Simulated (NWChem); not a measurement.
chloromethane (CH3Cl); SMILES CCl

All runs: NWChem. Pople sets run with spherical d functions. Each level has its own optimisation. Computed dipoles belong to the equilibrium geometry; the measured one is vibrationally averaged.

Measured dipole moment: 1.87 D (NIST CCCBDB, as tabulated in the package chemicals).

| level | dipole moment (D) | computed − measured |
|---|---|---|
| B3LYP/def2-TZVP | 1.95 | +0.08 |
| B3LYP/6-31G* | 2.08 | +0.21 |
| BLYP/def2-SVP | ? | ? |
| PBE0/def2-SVP | ? | ? |

**Question.** Complete the blanks.

**Answer.** 
- PBE0/def2-SVP, dipole moment (D): 1.87
- PBE0/def2-SVP, computed − measured: 0.00
- BLYP/def2-SVP, dipole moment (D): 1.73
- BLYP/def2-SVP, computed − measured: -0.14
